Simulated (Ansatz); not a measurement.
This geometry of CH₂FSi (5 atoms, charge 1, multiplicity 1) is a first-order saddle point.

The calculation used RKS r2SCANh-D4/def2-SVP (Ansatz 0.2.0).

```xyz
5
Properties=species:S:1:pos:R:3
F 0.678 -1.132 1.797
C 0.303 -0.510 0.815
Si -0.208 0.357 -0.578
H -1.151 -0.424 -1.399
H 0.378 1.708 -0.635
```

(1) Which two structures does it join? (They come from a converged band through this point; their orientation in space is the band's.)

(2) How far does it lie above each of them?

Answers

(1) No bond is made or broken.  The two ends are copies of one structure, up to a mirror image or an exchange of like atoms.

Initial state:

```xyz
5
Properties=species:S:1:pos:R:3
F 0.718 -1.143 1.753
C 0.194 -0.459 0.888
Si -0.030 0.271 -0.687
H -1.176 -0.381 -1.356
H 0.294 1.712 -0.598
```

Final state:

```xyz
5
Properties=species:S:1:pos:R:3
F 0.630 -1.102 1.812
C 0.420 -0.563 0.737
Si -0.400 0.442 -0.441
H -1.061 -0.435 -1.433
H 0.411 1.658 -0.674
```

(2) 0.6 kcal/mol above the first and 0.6 kcal/mol above the second. This is the barrier of this one path; another mechanism may lie lower. Limits of this set-up: the dipole of an ion depends on the origin.

Time of the run: 2.4 min on 1 thread of Arm Neoverse N1, with other jobs on the host, peak memory 0.12 GiB.
